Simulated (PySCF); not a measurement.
Molecule: methylamine (SMILES CN).

Bonds (- single, = double, # triple, : aromatic): C1-N2 1.447 Å. C1 carries H3, H4, H5; N2 carries H6, H7.

Spin–spin couplings on one PBE0-D3(BJ)/def2-SVP geometry, PySCF 2.14.0 with density-fitted response routines, gas phase, non-relativistic, equivalent pairs averaged; isotopes 15N, 1H, 13C; functional B3LYP.

Reference values (Hz): 1J(N2,H6) = -65.0 (measured; Int. J. Mol. Sci. 2003, 4, 143 (spin-spin coupling constants in ethane, methanol and methylamine)); 1J(C1,H3) = 132.2 (measured; Int. J. Mol. Sci. 2003, 4, 143 (spin-spin coupling constants in ethane, methanol and methylamine)); 1J(C1,N2) = -4.5 (measured; Int. J. Mol. Sci. 2003, 4, 143 (spin-spin coupling constants in ethane, methanol and methylamine)); 2J(N2,H3) = -1.0 (measured; Int. J. Mol. Sci. 2003, 4, 143 (spin-spin coupling constants in ethane, methanol and methylamine)); 3J(H3,H6) = 7.1 (measured; Int. J. Mol. Sci. 2003, 4, 143 (spin-spin coupling constants in ethane, methanol and methylamine)).

How do the couplings (Hz) change with the basis set? Times are CPU seconds on 1 thread of an Arm Neoverse V1, shared host. Far from the basis limit: 6-31G*, pcJ-0, 6-31G-J, def2-TZVP, cc-pVTZ.

Results:


| basis set | functions | 1J(N2,H6) | 1J(C1,H3) | 1J(C1,N2) | 2J(N2,H3) | 3J(H3,H6) | mean abs. error | core-s |
| --- | --- | --- | --- | --- | --- | --- | --- | --- |
| 6-31G* | 38 | -63.3 | 143.4 | -9.0 | -1.8 | 6.4 | 3.8 | 1.7 |
| pcJ-0 | 41 | -50.5 | 115.2 | -1.0 | -1.2 | 6.9 | 7.1 | 1.6 |
| 6-31G-J | 44 | -65.0 | 141.1 | -2.0 | -1.9 | 7.5 | 2.5 | 1.8 |
| def2-TZVP | 92 | -59.8 | 129.7 | -2.6 | -2.0 | 7.1 | 2.1 | 3.5 |
| pcJ-1 | 104 | -64.1 | 137.0 | -4.4 | -2.1 | 8.4 | 1.6 | 3.7 |
| cc-pVTZ | 130 | -52.6 | 122.2 | -0.3 | -1.6 | 7.2 | 5.5 | 5.2 |
| aug-cc-pVTZ-J | 192 | -66.4 | 138.9 | -3.3 | -2.1 | 8.7 | 2.4 | 8.9 |
| pcJ-2 | 222 | -65.5 | 137.3 | -3.4 | -2.1 | 8.7 | 1.9 | 10 |

Errors compare magnitudes, without vibrational corrections, and the largest couplings weigh most in the mean. Closest: pcJ-1; furthest: pcJ-0.

The Fermi-contact term samples the wavefunction at the nucleus, which is why sets with added tight s functions (names with J) are made for couplings. Agreement of an ordinary basis with the reference is then largely a cancellation of errors.
